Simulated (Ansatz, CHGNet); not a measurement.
**2H WS2: equilibrium volume per atom by level of theory**

No measured value is used here.

| level (code) | value (Å³/atom) |
|---|---|
| CHGNet-r²SCAN | 19.66 |
| LDA (Ansatz) | 17.16 |
| PBE (Ansatz) | 21.93 |
| PBEsol (Ansatz) | 18.14 |
| revPBE (Ansatz) | 26.85 |
| PBE-D3(BJ) (Ansatz) | [?] |
| PBE-D4 (Ansatz) | [?] |
| rVV10 (Ansatz) | [?] |
| r²SCAN+SOC (Ansatz) | 19.09 |
| r²SCAN+rVV10 (Ansatz) | 18.12 |
| PBE0-D4 (Ansatz) | 17.18 |

Task: Complete the blanks.

Result: 
- PBE-D3(BJ) (Ansatz, an electronic-structure program), value (Å³/atom): 17.43
- PBE-D4 (Ansatz), value (Å³/atom): 17.53
- rVV10 (Ansatz), value (Å³/atom): 18.61

The crystal itself was run without spin with LDA, PBE, PBEsol, revPBE, PBE-D3(BJ), PBE-D4, rVV10, r²SCAN+rVV10; a magnetic state was not tried in these runs. Density-functional levels without +SOC have no spin–orbit coupling. LDA: LDA has no dispersion term either, though it tends to give short spacings of layers, chains or molecules. PBE, revPBE, r²SCAN+SOC: for a layered or molecular solid the relaxed cell lies over 5 % above the published volume, where the minimum can be shallow. PBE, PBEsol, revPBE, r²SCAN+SOC: the cell comes from a level without a dispersion term, which matters for the spacing of layers, chains or molecules. Cutoffs and k meshes differ between the levels. Ansatz's density-functional and Hartree–Fock values are scalar-relativistic unless marked +SOC, with PAW data made under PBE.

Machine-learned potentials (CHGNet-r²SCAN) are trained on DFT data: a solid inside that data is no test of them.
